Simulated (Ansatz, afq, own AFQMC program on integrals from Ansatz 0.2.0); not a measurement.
AFQMC on a folder of integrals that Ansatz 0.2.0 wrote.

```yaml
crystal:
  periodic: [false, false, false]
  atoms:
    - {symbol: Ge, position_ang: [-0.623228, 0.059973, 0.034922]}
    - {symbol: Mg, position_ang: [2.016263, -0.194026, -0.112979]}
    - {symbol: H, position_ang: [-1.099349, 1.534063, 0.057194]}
    - {symbol: H, position_ang: [-1.233374, -0.584991, 1.304516]}
    - {symbol: H, position_ang: [-1.371871, -0.592577, -1.154127]}
basis:
  gaussian: {orbitals: cc-pVDZ}
magnetization: {spin_polarized: true, initial_magnetization: 1}
correlation: {method: ccsd_t, electrons: outside_noble_gas, hamiltonian_folder: ham}
```

```sh
$ ansatz run in.yaml --threads 1 --pin off --events-out ev --progress --plain --max-ram 1843MiB
```

Options of the walk:

```
--method free --trial cisd --walkers 60 --time-step 0.03 --max-blocks 80 --target-error 0.00036 --factor-cut 1e-05 --seed 2595 --times 0,0.3,0.6,1.2,1.8,2.4,3.6,4.8,6 --taylor-order 8
```

Times are imaginary, in 1/Eh. The walk had a cap of 1455 s. Filled inner d shells are frozen with the cores.

Log:

```
orbitals 41  electrons 5 4  factors 327 of 619
reference energy -2276.66828112 Eh
CCSD correlation -0.14972877 Eh in 12 cycles, weight of the determinant in the CISD state 0.8948
repeat  energy at the last time / Eh  error
    10  -2276.821447  0.000688
    20  -2276.821732  0.000751
    30  -2276.821872  0.000557
    40  -2276.822171  0.000505
    50  -2276.822092  0.000446
    60  -2276.822145  0.000388
    70  -2276.822494  0.000385
    80  -2276.822533  0.000369
time / (1/Eh)  energy / Eh  error  mean overlap
  0.00  -2276.817985  0.000062  1.1175
  0.30  -2276.820043  0.000090  1.1167
  0.60  -2276.821198  0.000107  1.1095
  1.20  -2276.821934  0.000127  1.1139
  1.80  -2276.822368  0.000128  1.1108
  2.40  -2276.822344  0.000173  1.1233
  3.60  -2276.822851  0.000210  1.0977
  4.80  -2276.823109  0.000298  1.0637
  6.00  -2276.822533  0.000369  1.0927
energy -2276.822533 +/- 0.000369 Eh
```

The run passed its tests (error under three times the target), which doesn't prove that it has relaxed.

Against this walk (error 10.0 meV) on the same determinant: CCSD(T) 24.4 meV higher, CCSDT(Q) 2.1 meV lower (within the noise). The error is statistical, and a free projection of finite length keeps a remainder of its start. The last points scatter (meV from the last: 4 ± 3 at 1.80, 5 ± 5 at 2.40, -9 ± 6 at 3.60, -16 ± 8 at 4.80, 0 ± 10 at 6.00); the last is the one printed as the energy, and the gaps above move with that scatter.

Cautions: remainder of the start not in the error; no relativity below Rb; no spin-orbit coupling; inner d shell frozen.

The walk took 6 min on 1 thread of Arm Neoverse V1 (shared host). The log's last line is the free-projection energy.

CCSDT and higher add their correlation energy to the determinant of the CCSD(T) run, since their own runs factorise the integrals more tightly (a shift of under 2 meV). A walk keeps the symmetry of its determinant, which the program's search chose and which needn't be the lowest solution, so a lower state of the same spin and another symmetry isn't excluded.
